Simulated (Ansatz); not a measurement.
Ansatz (a quantum-chemistry and plane-wave program) input (HF/3-21G): The .json file is the Basis Set Exchange's 3-21G.

Ansatz 0.2 input:
```yaml
crystal:
  periodic: [false, false, false]
  atoms:
    - {symbol: C, position_ang: [-0.18304254, 0.00476490, 0.95552267]}
    - {symbol: Cl, position_ang: [0.02009756, 1.53307264, -0.21289176]}
    - {symbol: Cl, position_ang: [-0.00577673, -1.53459387, -0.20255081]}
    - {symbol: H, position_ang: [0.85480124, -0.00272854, 1.32938764]}
basis:
  gaussian:
    orbitals: 3-21G.json
hamiltonian:
  xc: {name: HF}
total_charge: -1
relax: {f_tol: 0.003, max_steps: 120}
```

Question: Predict the final energy.

Answer: -952.79610 Eh.
